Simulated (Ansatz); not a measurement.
The input, for Ansatz 0.2.0:

```yaml
crystal:
  periodic: [false, false, false]
  atoms:
    - {symbol: Ga, position_ang: [0.000000, -0.326022, 0.000000]}
    - {symbol: F, position_ang: [0.000000, 0.647642, -1.442529]}
    - {symbol: F, position_ang: [0.000000, 0.647642, 1.442529]}
    - {symbol: H, position_ang: [0.000000, -1.862321, 0.000000]}
basis:
  gaussian: {orbitals: cc-pVTZ}
total_charge: 1
magnetization: {spin_polarized: true, initial_magnetization: 1}
hamiltonian: {xc: {name: PBE}}
correlation: {method: rpa, electrons: outside_noble_gas}
```

```sh
$ ansatz run in.yaml --threads 2 --pin off --events-out ev --progress --plain --max-ram 24576MiB --backend cuda --devices 0, --max-vram 18GiB
```

Log:

```
741 factors; integrals over basis functions are off by at most 1.9e-3 eV
mean field evaluation 1: about -57782.5941 eV, gradient 9.1e1 eV
mean field evaluation 2: about -57782.5833 eV, gradient 9.1e1 eV
mean field evaluation 4: about -57804.5250 eV, gradient 1.7e1 eV
mean field evaluation 8: about -57805.9136 eV, gradient 2.0e1 eV
mean field evaluation 16: about -57807.7077 eV, gradient 6.9e-3 eV
mean field evaluation 32: about -57806.9542 eV, gradient 7.0e-1 eV
mean field evaluation 64: about -57806.9601 eV, gradient 1.4e-6 eV
mean field evaluation 96: about -57806.5887 eV, gradient 1.9e0 eV
mean field evaluation 128: about -57807.7049 eV, gradient 3.1e-1 eV
mean field -57807.70766945 eV, -2124.3940733807 hartree, gradient 1.7e-6 eV, S^2 0.755586; 16 other end points of the search recorded, 0 dependent functions left out
16 core orbitals not correlated, not the lowest: weight in the atoms' cores, before any rotation towards them, 0.930 or more for the frozen orbitals, at most 0.058 for the correlated occupied ones
reference -57752.01807800 eV, -2122.3475186426 hartree; 9, 8 occupied and 92, 93 virtual orbitals, 741 factors
Total energy: -57777.44482839 eV, -2123.2819344845 hartree
```

Ran on 2 threads of AMD EPYC 7R13 with a shared H100 80 GB, shared host: 6 s wall, 0.85 GiB peak host memory.
